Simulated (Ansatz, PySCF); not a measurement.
Breaking a bond: HF, singlet.

Computed with: FCI = Ansatz (a quantum-chemistry and plane-wave program) with full CI/cc-pVDZ, frozen core; RCCSDT = CCSDT on RHF/cc-pVDZ, frozen core (Ansatz); UKS-LDA (SVWN5)/6-31G* = unrestricted LDA (SVWN5)/6-31G*, spherical d run with PySCF.

Total energies in hartree (comparable only within one method and basis):

```csv
R / Å,FCI,RCCSDT,UKS-LDA (SVWN5)/6-31G*
0.74,-100.16996,-100.16966,-99.69619
0.80,-100.20664,-100.20631,-99.73573
0.83,-100.21723,-100.21688,-99.74777
0.86,-100.22395,-100.22358,-99.75592
0.89,-100.22756,-100.22717,-99.76093
0.92,-100.22865,-100.22825,-99.76339
0.96,-100.22706,-100.22663,-99.76354
0.97,-100.22622,-100.22578,-99.76312
1.01,-100.22143,-100.22097,-99.75995
1.07,-100.21109,-100.21058,-99.75179
1.13,-100.19835,-100.19780,-99.74095
1.23,-100.17471,-100.17408,-99.71978
1.39,-100.13697,-100.13620,-99.68389
1.49,-100.11578,-100.11492,-99.66232
1.64,-100.08898,-100.08797,-99.63258
1.86,-100.06091,—,-99.59561
2.05,-100.04600,—,-99.57355
2.28,-100.03605,—,-99.55715
2.48,-100.03168,—,-99.54816
2.79,-100.02869,—,-99.53957
3.21,-100.02744,—,-99.53349
3.63,-100.02713,—,-99.53061
```

Dashes: no converged value, or the column stops at the first point that the program doubted or that broke a chosen test of continuity, which isn't proof of a fault.

The T1 diagnostic of CCSD on the restricted reference of RCCSDT exceeds 0.045 at 1.86 to 3.63 Å. The unrestricted determinant behind UKS-LDA (SVWN5)/6-31G* is spin-contaminated at 1.86 to 3.63 Å (<S²> up to 0.9, against 0.00 for a pure singlet).
